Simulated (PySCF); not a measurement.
# [PHF3]+ (SMILES F[PH+](F)F) at 6 levels

We compute a comparison of 6 runs (M06-2X/STO-3G, SVWN5/STO-3G, CCSDT(Q)/STO-3G, CCSDTQ/STO-3G, CISD/STO-3G, FCI/STO-3G) of [PHF3]+. Input form: a Python script.

Program for the calculation: PySCF 2.14.0.

2 further runs of the same task are left out: 2 set aside as unsound or not needed.

**1. The molecule**

The species is [PHF3]+ (5 atoms), meant as a singlet with charge +1. As SMILES, `F[PH+](F)F`. The coordinates come from a GFN2-xTB relaxation.

Bond lengths: F1–P2 1.523 Å, P2–F3 1.524 Å, P2–F4 1.524 Å, P2–H5 1.373 Å. Angles: F1–P2–F3 103.7°, F1–P2–F4 103.7°, F3–P2–F4 103.7°, F1–P2–H5 114.8°, F3–P2–H5 114.7°, F4–P2–H5 114.8°.

**2. The energy at M06-2X/STO-3G (run 1)**

Contents of run.py:

```python
# F[PH+](F)F
from pyscf import gto, dft

molecule = gto.Mole()
molecule.atom = '''
F   -0.656630  -0.057650   1.326690
P    0.069480   0.083300  -0.005190
F    0.694150  -1.289710  -0.222090
F   -1.059590   0.131070  -1.027050
H    0.952580   1.133000  -0.072370
'''
molecule.basis = 'sto-3g'
molecule.charge = 1
molecule.max_memory = 1860
molecule.verbose = 4
molecule.build()

myscf = dft.RKS(molecule, xc='m06-2x')
myscf.conv_tol = 1e-10
myscf.grids.level = 5
myscf.kernel()
if not myscf.converged:
    myscf = myscf.newton().run(myscf.mo_coeff, myscf.mo_occ)

e_tot = myscf.e_tot
print(f'total energy: {e_tot:.8f} hartree')
```

Run with:

```bash
$ OMP_NUM_THREADS=1 python run.py
```

Log:

```text
PySCF version 2.14.0

[INPUT] num. atoms = 5
[INPUT] num. electrons = 42
[INPUT] charge = 1
[INPUT] spin (= nelec alpha-beta = 2S) = 0
[INPUT] symmetry False subgroup None
[INPUT] Mole.unit = angstrom
[INPUT] Symbol           X                Y                Z      unit          X                Y                Z       unit  Magmom
[INPUT]  1 F     -0.656630000000  -0.057650000000   1.326690000000 AA   -1.240850865173  -0.108942711081   2.507080752199 Bohr   0.0
[INPUT]  2 P      0.069480000000   0.083300000000  -0.005190000000 AA    0.131298171135   0.157414186176  -0.009807678586 Bohr   0.0
[INPUT]  3 F      0.694150000000  -1.289710000000  -0.222090000000 AA    1.311753389367  -2.437198680113  -0.419689275005 Bohr   0.0
[INPUT]  4 F     -1.059590000000   0.131070000000  -1.027050000000 AA   -2.002334904328   0.247686403147  -1.940843216235 Bohr   0.0
[INPUT]  5 H      0.952580000000   1.133000000000  -0.072370000000 AA    1.800115311738   2.141059699132  -0.136759479635 Bohr   0.0

nuclear repulsion = 205.959217710536
number of shells = 15
number of NR pGTOs = 75
number of NR cGTOs = 25
basis = sto-3g
ecp = {}

******** <class 'pyscf.dft.rks.RKS'> ********
method = RKS
initial guess = minao
damping factor = 0
level_shift factor = 0
DIIS = <class 'pyscf.scf.diis.CDIIS'>
diis_start_cycle = 1
diis_space = 8
diis_damp = 0
SCF conv_tol = 1e-10
SCF conv_tol_grad = None
SCF max_cycles = 50
direct_scf = True
direct_scf_tol = 1e-13
XC library pyscf.dft.libxc version 7.0.0
    S. Lehtola, C. Steigemann, M. J.T. Oliveira, and M. A.L. Marques.,  SoftwareX 7, 1–5 (2018)
XC functionals = m06-2x
    Y. Zhao and D. G. Truhlar.,  Theor. Chem. Acc. 120, 215 (2008)
    Y. Zhao and D. G. Truhlar.,  Theor. Chem. Acc. 120, 215 (2008)
radial grids:
    Treutler-Ahlrichs [JCP 102, 346 (1995); DOI:10.1063/1.469408] (M4) radial grids

becke partition: Becke, JCP 88, 2547 (1988); DOI:10.1063/1.454033
pruning grids: <function nwchem_prune>
grids dens level: 5
symmetrized grids: False
atomic radii adjust function: <function treutler_atomic_radii_adjust>
small_rho_cutoff = 0
Set gradient conv threshold to 1e-05
Initial guess from minao.
tot grids = 198768
init E= -633.894156006043
  HOMO = -0.497953135379426  LUMO = 0.0825556812275009  gap/eV = 15.79645
cycle= 1 E= -632.746321345893  delta_E= 1.15  |g|= 0.728  |ddm|= 2.82
  HOMO = -0.553658135270438  LUMO = -0.139307579671216  gap/eV = 11.27505
cycle= 2 E= -632.895129771702  delta_E= -0.149  |g|= 0.487  |ddm|= 2.06
  HOMO = -0.647750272444872  LUMO = -0.0788786092091955  gap/eV = 15.47979
cycle= 3 E= -632.976766463517  delta_E= -0.0816  |g|= 0.0173  |ddm|= 0.777
  HOMO = -0.648682959302066  LUMO = -0.0781173047368652  gap/eV = 15.52588
cycle= 4 E= -632.976989924664  delta_E= -0.000223  |g|= 0.00428  |ddm|= 0.0525
  HOMO = -0.649521241983205  LUMO = -0.0771665490791391  gap/eV = 15.57456
cycle= 5 E= -632.977005458393  delta_E= -1.55e-05  |g|= 0.000522  |ddm|= 0.0149
  HOMO = -0.649315243702399  LUMO = -0.0770428433844042  gap/eV = 15.57233
cycle= 6 E= -632.97700572252  delta_E= -2.64e-07  |g|= 7.17e-05  |ddm|= 0.00208
  HOMO = -0.649324310722564  LUMO = -0.0770514799464326  gap/eV = 15.57234
cycle= 7 E= -632.977005724871  delta_E= -2.35e-09  |g|= 4.42e-05  |ddm|= 0.000226
  HOMO = -0.649325240919333  LUMO = -0.077052749965904  gap/eV = 15.57233
cycle= 8 E= -632.977005725635  delta_E= -7.64e-10  |g|= 3.55e-06  |ddm|= 7.76e-05
  HOMO = -0.649325224231894  LUMO = -0.0770529998280461  gap/eV = 15.57232
cycle= 9 E= -632.977005725643  delta_E= -8.64e-12  |g|= 2.24e-07  |ddm|= 1.19e-05
  HOMO = -0.6493252532123  LUMO = -0.0770529970071997  gap/eV = 15.57232
Extra cycle  E= -632.977005725643  delta_E=    0  |g|= 6.99e-08  |ddm|= 6.86e-07
converged SCF energy = -632.977005725643
total energy: -632.97700573 hartree
```

Run time: 5.1 s. Hardware: 1 thread of Intel Xeon 6975P-C (Granite Rapids), shared host; peak memory 0.23 GiB.

**3. A single-point energy at SVWN5/STO-3G (run 2)**

Contents of run.py:

```python
from pyscf import gto, dft

molecule = gto.Mole()
molecule.atom = '''
F     -1.240851    -0.108943     2.507081
P      0.131298     0.157414    -0.009808
F      1.311753    -2.437199    -0.419689
F     -2.002335     0.247686    -1.940843
H      1.800115     2.141060    -0.136759
'''
molecule.charge = 1
molecule.unit = 'bohr'
molecule.verbose = 3
molecule.max_memory = 1860
molecule.basis = 'sto-3g'
molecule.build()

ks = dft.RKS(molecule, xc='svwn')
ks.conv_tol = 1e-10
ks.grids.level = 5
ks.kernel()
if not ks.converged:
    ks = ks.newton().run(ks.mo_coeff, ks.mo_occ)

energy = ks.e_tot
print('E(%s) = %.9f' % ('SVWN5', energy))
```

Run with:

```bash
$ OMP_NUM_THREADS=1 python run.py
```

Log:

```text
converged SCF energy = -629.729026666298
E(SVWN5) = -629.729026666
```

It took 1.9 s on 1 thread of Intel Xeon 6975P-C (Granite Rapids), shared host; peak memory 0.15 GiB.

**4. The energy at CCSDT(Q)/STO-3G (run 3)**

Contents of run.py:

```python
from pyscf import gto, scf, cc

mol = gto.M(
    atom='''
F     -1.240851    -0.108943     2.507081
P      0.131298     0.157414    -0.009808
F      1.311753    -2.437199    -0.419689
F     -2.002335     0.247686    -1.940843
H      1.800115     2.141060    -0.136759
''',
    unit='bohr',
    basis='sto-3g',
    max_memory=1860,
    charge=1,
    verbose=3,
)

mf = scf.RHF(mol)
mf.conv_tol = 1e-10
mf.kernel()
if not mf.converged:
    mf = mf.newton().run(mf.mo_coeff, mf.mo_occ)

mycc = cc.CCSDT(mf, frozen=8)
mycc.kernel()
e_bracket, e_q = mycc.ccsdt_q()
e_final = mycc.e_tot + e_q
print('Final energy', e_final)
```

Run with:

```bash
$ OMP_NUM_THREADS=1 python run.py
```

Log:

```text
converged SCF energy = -631.324549991019
_make_eris_incore_RCCSDT

WARN: A large `blksize` is being used, which may cause large memory consumption
      for storing contraction intermediates. If memory is sufficient, consider using
      `pyscf.cc.rccsdt_highm.RCCSDT` instead.

RCCSDT converged
E(RCCSDT) = -631.4513659891873   E_corr = -0.1268159981678373
E_corr(same-spin) = -0.0196811677909563
E_corr(oppo-spin) = -0.107134830376881
_make_eris_incore_RCCSDT
Final energy -631.4516284403335
```

It took 6.3 s on 1 thread of Intel Xeon 6975P-C (Granite Rapids), shared host; peak memory 0.11 GiB.

Runs 4 to 5 aren't shown in full; the table further down has their settings and results.

**5. A single-point energy at FCI/STO-3G (run 6)**

Contents of run.py:

```python
from pyscf import gto, mcscf

mol = gto.M(
    atom='''
F     -1.240851    -0.108943     2.507081
P      0.131298     0.157414    -0.009808
F      1.311753    -2.437199    -0.419689
F     -2.002335     0.247686    -1.940843
H      1.800115     2.141060    -0.136759
''',
    max_memory=1860,
    basis='sto-3g',
    spin=0,
    unit='bohr',
    verbose=4,
    charge=1,
)

mf = mol.RHF()
mf.conv_tol = 1e-10
mf.kernel()
if not mf.converged:
    mf = mf.newton().run(mf.mo_coeff, mf.mo_occ)

cas = mcscf.CASCI(mf, mf.mo_coeff.shape[-1] - 8, (mol.nelec[0] - 8, mol.nelec[1] - 8))  # full CI above the frozen core
cas.fix_spin_(ss=0.0)
cas.kernel()
e_final = cas.e_tot
print('E(%s) = %.9f' % ('FCI', e_final))
```

Run with:

```bash
$ OMP_NUM_THREADS=1 python run.py
```

Log:

```text
PySCF version 2.14.0

[INPUT] num. atoms = 5
[INPUT] num. electrons = 42
[INPUT] charge = 1
[INPUT] spin (= nelec alpha-beta = 2S) = 0
[INPUT] symmetry False subgroup None
[INPUT] Mole.unit = bohr
[INPUT] Symbol           X                Y                Z      unit          X                Y                Z       unit  Magmom
[INPUT]  1 F     -0.656630071347  -0.057650152889   1.326690131131 AA   -1.240851000000  -0.108943000000   2.507081000000 Bohr   0.0
[INPUT]  2 P      0.069479909439   0.083299901480  -0.005190170085 AA    0.131298000000   0.157414000000  -0.009808000000 Bohr   0.0
[INPUT]  3 F      0.694149793956  -1.289710169277  -0.222089854474 AA    1.311753000000  -2.437199000000  -0.419689000000 Bohr   0.0
[INPUT]  4 F     -1.059590050627   0.131069786664  -1.027049885574 AA   -2.002335000000   0.247686000000  -1.940843000000 Bohr   0.0
[INPUT]  5 H      0.952579835035   1.133000159212  -0.072369746188 AA    1.800115000000   2.141060000000  -0.136759000000 Bohr   0.0

nuclear repulsion = 205.959218065871
number of shells = 15
number of NR pGTOs = 75
number of NR cGTOs = 25
basis = sto-3g
ecp = {}

******** <class 'pyscf.scf.hf.RHF'> ********
method = RHF
initial guess = minao
damping factor = 0
level_shift factor = 0
DIIS = <class 'pyscf.scf.diis.CDIIS'>
diis_start_cycle = 1
diis_space = 8
diis_damp = 0
SCF conv_tol = 1e-10
SCF conv_tol_grad = None
SCF max_cycles = 50
direct_scf = True
direct_scf_tol = 1e-13
Set gradient conv threshold to 1e-05
[... 1 set-up line as earlier in the session ...]
init E= -632.146907583475
  HOMO = -0.555416776100685  LUMO = 0.171619285606686  gap/eV = 19.78366
cycle= 1 E= -631.146675258339  delta_E=    1  |g|= 0.616  |ddm|=  2.8
  HOMO = -0.71904943249696  LUMO = -0.00757814621965353  gap/eV = 19.36012
cycle= 2 E= -631.315407011217  delta_E= -0.169  |g|= 0.136  |ddm|= 1.25
  HOMO = -0.771195469266596  LUMO = 0.0629348922740763  gap/eV = 22.69784
cycle= 3 E= -631.323086407045  delta_E= -0.00768  |g|= 0.0404  |ddm|= 0.211
  HOMO = -0.773376847786782  LUMO = 0.0739529022986126  gap/eV = 23.05702
cycle= 4 E= -631.324531958513  delta_E= -0.00145  |g|= 0.0048  |ddm|= 0.143
  HOMO = -0.773189108095143  LUMO = 0.0740095577467966  gap/eV = 23.05345
cycle= 5 E= -631.324549735185  delta_E= -1.78e-05  |g|= 0.000615  |ddm|= 0.015
  HOMO = -0.773273555058317  LUMO = 0.0741067496392013  gap/eV = 23.05839
cycle= 6 E= -631.324549980408  delta_E= -2.45e-07  |g|= 0.000112  |ddm|= 0.00172
  HOMO = -0.773241068563861  LUMO = 0.0740946549319739  gap/eV = 23.05718
cycle= 7 E= -631.324549989965  delta_E= -9.56e-09  |g|= 3.2e-05  |ddm|= 0.000305
  HOMO = -0.773237052716806  LUMO = 0.0740995851847598  gap/eV = 23.05720
cycle= 8 E= -631.324549990981  delta_E= -1.02e-09  |g|= 6.56e-06  |ddm|= 0.000121
  HOMO = -0.773236365162406  LUMO = 0.0740993212669287  gap/eV = 23.05718
cycle= 9 E= -631.32454999102  delta_E= -3.89e-11  |g|= 2.55e-07  |ddm|= 2.69e-05
  HOMO = -0.773236386761078  LUMO = 0.0740993432149988  gap/eV = 23.05718
Extra cycle  E= -631.324549991019  delta_E= 3.41e-13  |g|= 7.72e-08  |ddm|= 4.8e-07
converged SCF energy = -631.324549991019

******** <class 'pyscf.mcscf.casci.CASCI'> ********
CAS (13e+13e, 17o), ncore = 8, nvir = 0
natorb = False
canonicalization = True
sorting_mo_energy = False
******** <class 'pyscf.fci.addons.SpinPenaltyFCISolver'> ********
max. cycles = 200
conv_tol = 1e-08
davidson only = True
linear dependence = 1e-12
level shift = 0.001
max iter space = 12
nroots = 1
pspace_size = 400
spin = None
Density matrix diagonal elements [1.99705165 1.99674892 1.99675003 1.98679591 1.98754063 1.98270715
 1.98268443 1.99321915 1.99321411 1.99159709 1.97264636 1.97261987
 1.97196123 0.04719307 0.04524387 0.04525704 0.03676948]
CASCI converged
CASCI E = -631.451519112081  E(CI) = -152.187927257879  S^2 = 0.0000000
E(FCI) = -631.451519112
```

Wall time 2.1 min (1 thread of Intel Xeon 6975P-C (Granite Rapids), shared host); peak memory 1.4 GiB.

**6. Overview of the runs**

```csv
run,level,integration grid,frozen core orbitals,energy (Eh),HOMO energy (eV),LUMO energy (eV),HOMO–LUMO gap (eV),wall time
1,M06-2X/STO-3G,5,–,-632.977006,-17.67,-2.10,15.57,5.1 s
2,SVWN5/STO-3G,5,–,-629.729027,-13.02,-4.63,8.39,1.9 s
3,CCSDT(Q)/STO-3G,–,8,-631.451628,-21.04,2.02,23.06,6.3 s
4,CCSDTQ/STO-3G,–,8,-631.451559,-21.04,2.02,23.06,52 s
5,CISD/STO-3G,–,8,-631.439851,-21.04,2.02,23.06,0.5 s
6,FCI/STO-3G,–,8,-631.451519,-21.04,2.02,23.06,2.1 min
```

**7. Summary of results**

```
                                          quantity          value
                               run 6: total energy  -631.45152 Eh
        run 6: HOMO energy (Hartree–Fock orbitals)      -21.04 eV
        run 6: LUMO energy (Hartree–Fock orbitals)        2.02 eV
      run 6: HOMO–LUMO gap (Hartree–Fock orbitals)       23.06 eV
run 6: correlation energy (8 core orbitals frozen)     -127.0 mEh
```

In words: Against full CI in this basis: CCSDT(Q) -0.1 mEh; CCSDTQ -0.0 mEh; CISD +11.7 mEh. Totals of different functionals can't be ranked against each other. In runs 1, 2, 3, 4, 5, 6 the basis is minimal, so the values are rough. All runs together took 3.2 min, the longest 2.1 min.
